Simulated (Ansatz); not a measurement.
# How methods differ on BH2OF (SMILES OBF)

The species is BH2OF (5 atoms), meant as a singlet with charge 0. SMILES: `OBF`. The shape is that of a PBE0-D4/def2-TZVP optimisation. This is one conformer, not always the lowest.

```xyz
5

O    -0.9654    0.1574    0.1569
B     0.3650   -0.0302    0.2011
F     1.0392   -0.3237   -0.9095
H    -1.3372    0.0574   -0.7258
H     0.9483    0.0654    1.2360
```

Each level gives the energy change with the O1–B2 bond stretched from 1.344 to 3.361 Å (eV). The values are calculated.

```csv
level,kind,program,value (eV),less FCI/STO-3G,CPU time (all runs)
SVWN5/STO-3G (restricted),LDA,Ansatz,9.17,+2.74,1.4 s
BLYP/STO-3G (restricted),GGA,Ansatz,8.17,+1.74,2.2 s
PBE0/STO-3G (restricted),global hybrid,Ansatz,9.56,+3.13,1.9 s
MP2/STO-3G (restricted),perturbation theory,Ansatz,7.55,+1.12,0.25 s
BCCD(T)/STO-3G (restricted),coupled cluster or CI,Ansatz,6.32,-0.11,0.59 s
CCSD(T)/STO-3G (restricted),coupled cluster or CI,Ansatz,6.23,-0.20,0.43 s
CCSD/STO-3G (restricted),coupled cluster or CI,Ansatz,6.64,+0.21,0.42 s
FCI/STO-3G,exact in the basis,Ansatz,6.43,0.00,27 s
```

FCI/STO-3G is exact within its basis and frozen core, so for wave-function methods in that basis the difference is their error; functionals converge differently with the basis, so for them it is only a difference. The first shape isn't each level's own minimum. The values span 6.23 to 9.56 eV. All rows use very small basis sets, so even the best lies far from the true value. CPU times are rough (shared hosts, several kinds of processor): they show what a rung costs within a factor of a few.
